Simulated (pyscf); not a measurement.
Structures and frequencies: ωB97X-D3(BJ)/def2-SVP in PySCF.

H₃C–NH–Zr(NH₂)(NH₂)–NH₂ + H• -> [H₃C–NH–Zr(NH)(NH₂)–NH₂]• + H₂
Surface: doublet. Broken: H–N. Formed: H–H. Give ΔE‡ and ΔE from ωB97M-D3(BJ)/def2-TZVP, relative to the separated reactants.

ΔE‡ = 0.66 eV, ΔE = +0.33 eV. Zero-point energy shifts the barrier by -0.05 eV. It is a hydrogen abstraction, with an imaginary mode of 1239i cm⁻¹. [H₃C–NH–Zr(NH)(NH₂)–NH₂]• lies 0.42 eV over its isomer [H₃C–N–Zr(NH₂)(NH₂)–NH₂]• (electronic energy, ωB97M-D3(BJ)/def2-TZVP). One saddle was located; it need not be the lowest between these sides. The angle at the transferred H is 167°. Open-shell species with a d-block atom are single-reference here; other states, and whether the spin sits on metal or ligand, were not checked. Elements past Kr carry the def2 core potentials, without spin-orbit coupling.
